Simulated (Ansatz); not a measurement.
**PS (sextet): from Hartree-Fock to the top rungs, def2-QZVPP**

One table from this session's results is given with a row withheld; the runs are named, their logs left out.

Program: Ansatz 0.2.0, Gaussian basis. Level of theory: def2-QZVPP, core rule «outside noble gas», up to 10 orbitals frozen. These are calculated values, not measurements.

Plan: UHF; ROHF; CCSD(T) on UHF.

### What is computed

The geometry is a PBE0/def2-TZVP stationary point (not a proven minimum) of the parent state, kept for this charge and spin.

2 atoms, charge 0, spin multiplicity 6.

Atoms are counted from 1 here; the program's logs count them from 0.

Bond lengths: P1–S2 2.137 Å.

Set-up of the first run:

in.yaml

```yaml
crystal:
  periodic: [false, false, false]
  atoms:
    - {symbol: P, position_ang: [0.000000, 0.000000, 0.000000]}
    - {symbol: S, position_ang: [0.000000, 0.000000, 2.137000]}
basis:
  gaussian: {orbitals: "def2-QZVPP.json"}
magnetization: {spin_polarized: true, initial_magnetization: 5}
hamiltonian: {xc: hf}
output: {orbitals: {seedname: orbitals}}
```

Launch:

```console
$ ansatz run in.yaml --threads 1 --pin off --events-out ev --progress --plain --max-ram 2393MiB
```

Among the steps run: UHF; ROHF; CCSD(T) on UHF.

One table of the session follows, with a row left open; its other results are not shown here.

```
  method  from UCCSD(T) (meV)
    ROHF              +8043.5
     UHF                    ?
    UMP2              +1305.7
   UCCSD               +369.0
UCCSD(T)                    0
```

Estimate the missing values for UHF.

As computed: from UCCSD(T) (meV): +7850.0. In the column «from UCCSD(T) (meV)» it lies between UMP2 (+1305.7) and ROHF (+8043.5).
